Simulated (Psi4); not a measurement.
# AlNH2F (SMILES [NH2][Al][F]): a chain of runs

Aim: a structure relaxation (UHF-3c/MINIX), then vibrational wavenumbers of AlNH2F. 

Program for the calculation: Psi4 1.11.

**1. The molecule**

AlNH2F has 5 atoms, charge 0, and is taken as a doublet. As SMILES, `[NH2][Al][F]`. Geometry: relaxed at PBE0-D4/def2-TZVP. This is one conformer, not always the lowest. The run starts from this shape.

Bond lengths: N1–Al2 1.765 Å, Al2–F3 1.658 Å, N1–H4 1.007 Å, N1–H5 1.009 Å. Angles: N1–Al2–F3 117.4°, Al2–N1–H4 124.8°, Al2–N1–H5 124.2°, H4–N1–H5 111.0°.

**2. A structure relaxation at UHF-3c/MINIX (density fitting) (run 1)**

The input, calc.py:

```python
import psi4

psi4.set_memory('1600 MB')
psi4.set_num_threads(1)
psi4.set_output_file('run.log', False)

m = psi4.geometry("""
0 2
N
Al 1 1.765499
F 2 1.6575 1 117.39164
H 1 1.006535 2 124.82572 3 179.98971
H 1 1.008844 4 110.99223 2 179.99451
units angstrom
""")

psi4.set_options({
    'reference': 'uks',
    'geom_maxiter': 60,
})

result = psi4.optimize('hf-3c', molecule=m)
print('E =', round(result, 9))
print(m.to_string(dtype='xyz', units='Angstrom'))
```

On the command line:

```console
python calc.py
```

run.log:

```text
[...]
  Running in c1 symmetry.
[...]
  Nuclear repulsion =   91.986399984925484
[...]
  Multiplicity = 2
[...]
  Nalpha       = 16
  Nbeta        = 15
[...]
    Number of basis functions: 26
[...]
WARNING  [psi4.optking.displace:418] 	Unable to completely converge to displaced geometry.
WARNING  [psi4.optking.displace:419] 	RMS(dx):  1.618e-06 	Max(dx):  4.072e-06 	RMS(dq):  2.605e-06
WARNING  [psi4.optking.displace:426] 	Previous geometry is closer to target in internal coordinates, so using that one.
WARNING  [psi4.optking.displace:429] 	Best geometry has RMS(Delta(q)) = 2.61e-06
[...]
   @DF-UKS iter   0:  -394.77675873159018   -3.94777e+02   1.59327e-04
[...]
   @DF-UKS iter   8:  -394.77662247901111   -1.08002e-12   6.86209e-09 DIIS
[...]
   @S^2 Observed:                7.523983542E-01
[...]
    Orbital Energies [Eh]
    ---------------------
    Alpha Occupied:
       1A    -58.022649     2A    -25.906185     3A    -15.326211
       4A     -4.838935     5A     -3.123621     6A     -3.119071
       7A     -3.118756     8A     -1.487301     9A     -1.078690
      10A     -0.621934    11A     -0.614813    12A     -0.566362
      13A     -0.548256    14A     -0.533375    15A     -0.379026
      16A     -0.286578
    Alpha Virtual:
      17A      0.149445    18A      0.275236    19A      0.341164
      20A      0.603510    21A      0.666298    22A      0.704105
      23A      0.734808    24A      0.811720    25A      1.036447
[...]
  @DF-UKS Final Energy:  -394.77662247901111
   => Energetics <=
    Nuclear Repulsion Energy =             94.7570237304204994
    One-Electron Energy =                -740.2886660469752087
    Two-Electron Energy =                 250.7781459940884474
    Total Energy =                       -394.7766224790111096
  UHF NO Occupations:
  HONO-2 :   14  A 1.9997273
  HONO-1 :   15  A 1.9992511
[...]
 Multipole Moments:
 ------------------------------------------------------------------------------------
     Multipole            Electronic (a.u.)      Nuclear  (a.u.)        Total (a.u.)
 ------------------------------------------------------------------------------------
 L = 1.  Multiply by 2.5417464519 to convert [e a0] to [Debye]
 Dipole X            :         -0.0000016           -0.0000027           -0.0000043
 Dipole Y            :         -0.7368402            1.3303828            0.5935426
 Dipole Z            :          4.4015377           -5.0292857           -0.6277480
 Magnitude           :                                                    0.8639214
[...]
  -Total Gradient:
     Atom            X                  Y                   Z
    ------   -----------------  -----------------  -----------------
       1        0.000000182027     0.000081780274    -0.000018885445
       2       -0.000000243833    -0.000017514781    -0.000000562853
       3        0.000000150689    -0.000022335266     0.000012526358
       4        0.000000084522    -0.000019332151    -0.000022801183
       5       -0.000000173405    -0.000022598081     0.000029723122
[...]
    Final optimized geometry and variables:
    Molecular point group: c1
    Full point group: C1
    Geometry (in Angstrom), charge = 0, multiplicity = 2:
    N
    AL            1    1.737832
    F             2    1.578450      1  117.105411
    H             1    1.009352      2  125.244141      3 -179.999294
    H             1    1.009164      4  109.073320      2  179.999821
```

On the terminal:

```text
Optimizer: Optimization complete!
E = -394.776622479
5
0 2 AlFH2N
N                     0.000000047501     0.430489387556    -1.490170078165
Al                    0.000000047501     0.430489387556     0.247661675061
F                     0.000000047501    -0.974599097459     0.966849247240
H                     0.000010205768     1.254828016066    -2.072628626209
H                    -0.000013032890    -0.389215634451    -2.078809180133
```

It took 6.3 s on 1 thread of Intel Xeon Platinum 8488C (Sapphire Rapids), shared host; peak memory 0.22 GiB.

Step by step:

| step | energy from the first frame kept (eV) | largest force (eV/Å) |
| --- | --- | --- |
| 0 | 0.0000 | 2.4313 |
| 1 | -0.1106 | 0.7145 |
| 2 | -0.1176 | 0.1665 |
| 3 | -0.1180 | 0.0369 |
| 4 | -0.1180 | 0.0109 |
| 5 | -0.1180 | 0.0043 |

After the run. Bond lengths: N1–Al2 1.738 Å, Al2–F3 1.578 Å, N1–H4 1.009 Å, N1–H5 1.009 Å. Angles: N1–Al2–F3 117.1°, Al2–N1–H4 125.2°, Al2–N1–H5 125.7°, H4–N1–H5 109.1°.

**3. The harmonic vibrations at UHF-3c/MINIX (density fitting) (run 2)**

The input, alfh2n.xyz:

```xyz
5
AlFH2N
N     -0.362747     0.467479    -0.252609
Al     0.638020    -0.302069     0.941678
F      1.202611    -1.734096     0.592338
H     -0.786416     1.378711    -0.157979
H     -0.613979     0.078506    -1.149266
```

The input, job.py:

```python
import psi4

psi4.set_memory('1600 MB')
psi4.set_num_threads(1)
psi4.set_output_file('alfh2n.out', False)

with open('alfh2n.xyz') as f:
    atoms = ''.join(f.readlines()[2:])
m = psi4.geometry('0 2\n' + atoms + '')

psi4.set_options(dict(reference='uks', t=600.0, rotational_symmetry_number=1))

e, wfn = psi4.frequency("HF-3C", molecule=m, return_wfn=True)
print(f'HF-3C energy: {e:.10f} Eh')
print('wavenumbers / cm^-1:', wfn.frequencies().np.round(1))
for k in ('ZPVE', 'ENTHALPY', 'GIBBS FREE ENERGY'):
    print(f'{k}: {psi4.variable(k):.8f} Eh')
```

On the command line:

```console
python job.py
```

alfh2n.out, cut to the lines that bear on the results:

```text
[...]
  Running in c1 symmetry.
[...]
  Nuclear repulsion =   94.757032322677517
[...]
  Multiplicity = 2
[...]
  Nalpha       = 16
  Nbeta        = 15
[...]
    Number of basis functions: 26
[...]
   @DF-UKS iter   1:  -394.72764600227498   -1.39661e+00   9.50553e-03 ADIIS/DIIS
[...]
  -Total Gradient:
     Atom            X                  Y                   Z
    ------   -----------------  -----------------  -----------------
       1       -0.000019186236     0.000072059083     0.000035328445
       2        0.000001592832    -0.000014094529    -0.000010672636
       3        0.000009570056    -0.000022840427    -0.000004823752
       4       -0.000011447770    -0.000004283509    -0.000027257027
       5        0.000019471118    -0.000030840620     0.000007424969
[...]
   @DF-UKS iter  12:  -394.77662247923638   -3.35376e-12   9.49598e-09 DIIS
[...]
   @S^2 Observed:                7.523983771E-01
[...]
    Orbital Energies [Eh]
    ---------------------
[...]
  @DF-UKS Final Energy:  -394.77662247923638
   => Energetics <=
    Nuclear Repulsion Energy =             94.7570323226775173
    One-Electron Energy =                -740.2886831212388188
    Two-Electron Energy =                 250.7781545056942605
    Total Energy =                       -394.7766224792363801
  UHF NO Occupations:
  HONO-2 :   14  A 1.9997273
  HONO-1 :   15  A 1.9992511
[...]
 Multipole Moments:
[...]
  ==> Harmonic Vibrational Analysis <==
[...]
  Freq [cm^-1]                 260.3933            409.3544            716.8784
[...]
  Freq [cm^-1]                 751.2005            869.7017           1013.3875
[...]
  Freq [cm^-1]                1878.9705           3990.3224           4124.4531
[...]
  Total E_0, Enthalpy at 0 [K]                                                         -394.74469473 [Eh]
[...]
  Total H, Enthalpy at  600.00 [K]                                                     -394.73211275 [Eh]
[...]
  Total G, Gibbs energy at  600.00 [K]                                                 -394.80570204 [Eh]
[...]
```

The script printed:

```text
Warning: used thermodynamics relations inappropriate for low-frequency modes: ['260.3933' '409.3544']
HF-3C energy: -394.7766224792 Eh
wavenumbers / cm^-1: [ 260.4  409.4  716.9  751.2  869.7 1013.4 1879.  3990.3 4124.5]
ZPVE: 0.03192775 Eh
ENTHALPY: -394.73211275 Eh
GIBBS FREE ENERGY: -394.80570204 Eh
```

Wall time 6.6 s (1 thread of Intel Xeon Platinum 8488C (Sapphire Rapids), shared host); peak memory 0.27 GiB.

**4. Outcome**

```
                                                                   quantity             value
                               run 1, UHF-3c/MINIX: total energy at the end     -394.77662 Eh
                                         run 1, UHF-3c/MINIX: dipole moment            2.20 D
                    run 1, UHF-3c/MINIX: HOMO energy (highest over α and β)          -7.80 eV
                     run 1, UHF-3c/MINIX: LUMO energy (lowest over α and β)           3.35 eV
                                                  run 1, UHF-3c/MINIX: ⟨S²⟩             0.752
                            run 2, UHF-3c/MINIX: lowest harmonic wavenumber          260 cm⁻¹
                           run 2, UHF-3c/MINIX: highest harmonic wavenumber         4124 cm⁻¹
                                     run 2, UHF-3c/MINIX: zero-point energy       83.8 kJ/mol
run 2, UHF-3c/MINIX: ideal-gas entropy at 600 K (symmetry number 1 as used)  77.0 cal/(mol K)
```

**Reading.** The optimisation (run 1, UHF-3c/MINIX) took 6 steps and changed the energy by -0.118 eV. All 9 modes (run 2, UHF-3c/MINIX) are real, so the shape is a minimum at this level.
